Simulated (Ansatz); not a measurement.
Input file for Ansatz (a program for electronic structure): U-MP2/aug-cc-pV(T+d)Z on SiH2 (SMILES [SiH2]), 2S+1 = 3, atoms moved off the minimum. Files ending in .json are basis or fitting sets from the Basis Set Exchange.

Ansatz 0.2 input:
```yaml
crystal:
  periodic: [false, false, false]
  atoms:
    - {symbol: Si, position_ang: [0.01842247, 0.08815794, 0.02759428]}
    - {symbol: H, position_ang: [-1.37755053, -0.59514693, 0.02817622]}
    - {symbol: H, position_ang: [1.32025522, -0.71526768, 0.01783677]}
basis:
  gaussian:
    orbitals: aug-cc-pV_T+d_Z.json
magnetization: {spin_polarized: true, initial_magnetization: 2}
correlation: {method: mp2, electrons: outside_noble_gas}
scf: {omitted_lower_state_checks: [cluster_reference]}
output: {forces: true}
```

### Question
Predict the final total energy.

### Answer
-290.1136 hartree.
